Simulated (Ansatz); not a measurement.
`CNP` from Hartree–Fock to CCSD(T)

Cartesian coordinates in Å:
```
C 0.7440 0.1026 0.9913
N -0.2108 -0.4614 0.0595
P -0.2014 0.1088 -1.5407
H 1.7078 0.2137 0.4898
H 0.8853 -0.5747 1.8376
H 0.4571 1.0873 1.3853
H -1.1080 -0.6524 0.4787
H -1.0129 -0.8989 -2.1248
H -1.2610 1.0749 -1.5767
```

The species carries charge 0 and has multiplicity 1. The structure was optimised at the PBE0-D4/def2-TZVP level. It is one conformer, not always the lowest. Frozen core, restricted reference, Ansatz. CBS rows extrapolate triple and quadruple zeta; past MP2 they add the triple-zeta difference.

| basis | HF (Eh) | MP2 corr. |
| --- | --- | --- |
| def2-SVP | -436.35397 | -0.43698 |
| def2-TZVPP | -436.58621 | -0.54907 |
| def2-QZVPP | -436.60129 | -0.58781 |

(1) Estimate the CCSD correlation energy and the (T) correction in each basis where they were run (hartree).

Answers

(1) 
```json
{"basis": "def2-SVP", "CCSD corr.": "-0.48368", "(T)": "-0.01299"}
{"basis": "def2-TZVPP", "CCSD corr.": "-0.58991", "(T)": "-0.02272"}
{"basis": "CBS(def2)", "CCSD corr.": "-0.65734", "(T)": "as TZ"}
```
